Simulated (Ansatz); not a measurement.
## How far each method lies from UCCSDT(Q) for Ge–NH$_{2}$, doublet

Geometry: displaced at random from a stationary point.

```xyz
4

Ge    0.0002    0.0023    0.3437
N    -0.0006   -0.0139   -1.4838
H     0.0474    0.8816   -2.0917
H    -0.0554   -0.8535   -2.0619
```

Basis cc-pVDZ; Ansatz 0.2.0. Only valence electrons are correlated (noble-gas cores and the filled d shells of p-block atoms frozen), which leaves 11 electrons in 36 orbitals. Prefix R: restricted or restricted open-shell reference; prefix U: unrestricted. Active spaces: valence = (11e, 10o) chosen from the atoms' valence shells. No spin–orbit coupling is included, and no scalar relativity.

Full CI isn't at hand for all of this; UCCSDT(Q) serves as the reference, and is uncertain by about the last step of the cluster series. The frozen core follows each run's orbitals, which can shift R against U totals by a few meV for light atoms and by up to 0.1 eV past Ca.

```
UHF ⟨S²⟩                          : 0.767
T1 diagnostic (RCCSD)             : 0.0247
largest doubles amplitude (RCCSD) : 0.072
T1 diagnostic (UCCSD)             : 0.0221
```

Problem. From what is known of these methods and the diagnostics, rank them by the size of their error in total energy against UCCSDT(Q) in cc-pVDZ, smallest first (an estimate: the text doesn't fix the numbers).
A. UCCSD(T)
B. UHF
C. UCCSDT
D. UCCSD
E. UMP2

Solution. C (2.2 kJ/mol), A (4.1 kJ/mol), D (25.4 kJ/mol), E (85.4 kJ/mol), B (711.8 kJ/mol).

All errors are against UCCSDT(Q) in cc-pVDZ. Within each family the higher level lies nearer, as is usual though not guaranteed.

Natural occupations of CASSCF (valence space) about the gap: 1.981 1.973 1.971 1.964 1.000 0.035 0.028 0.026 0.023; effectively unpaired electrons, Σ n²(2−n)², 1.02.
